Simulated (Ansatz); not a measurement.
```yaml
crystal:
  periodic: [false, false, false]
  atoms:
    - {symbol: C, position_ang: [-2.087824, 0.704778, -1.170794]}
    - {symbol: C, position_ang: [0.493669, 0.341252, 0.142002]}
    - {symbol: S, position_ang: [1.754002, -3.050453, 1.463501]}
    - {symbol: H, position_ang: [-3.606028, -1.101231, -1.521526]}
    - {symbol: H, position_ang: [-2.748913, 2.860609, -1.936851]}
    - {symbol: H, position_ang: [1.973003, 2.183164, 0.466789]}
    - {symbol: H, position_ang: [4.356730, -2.087498, 2.456121]}
basis:
  gaussian: {orbitals: def2-TZVP}
magnetization: {spin_polarized: true, initial_magnetization: 0}
hamiltonian: {xc: {name: wPBEh}}
scf: {lower_state_search: off}
```

```sh
$ ansatz run in.yaml --threads 2 --pin off --events-out ev --progress --plain --max-ram 32768MiB --backend cpu
```

It prints (some lines left out):

```
Functional definition: wPBEh
807 factors; their error is unknown
62 factors; integrals over basis functions are off by at most 1.3e-5 eV
mean field evaluation 1: about -12926.2748 eV, gradient 3.2e1 eV
mean field evaluation 2: about -12566.5150 eV, gradient 1.6e2 eV
mean field evaluation 4: about -12801.1946 eV, gradient 9.9e1 eV
mean field evaluation 8: about -12938.4220 eV, gradient 7.3e-1 eV
mean field evaluation 16: about -12942.5340 eV, gradient 4.9e0 eV
mean field evaluation 32: about -12943.2687 eV, gradient 1.6e-1 eV
mean field -12943.27157877 eV, -475.6564572552 hartree, gradient 2.4e-6 eV, S^2 4.236367; 0 other end points of the search recorded, 0 dependent functions left out
reference -12943.27163934 eV, -475.6564594811 hartree; 16, 16 occupied and 107, 107 virtual orbitals, 807 factors
Total energy: -12943.27163934 eV, -475.6564594811 hartree
Checks for a lower state left out: stability, starts, cluster_reference, orbital_swaps, neighbouring_geometries, increment
```

In this input the geometry is stretched to more than twice its size. The calculation finished and met its thresholds. The result belongs to that input, not to the molecule as meant.
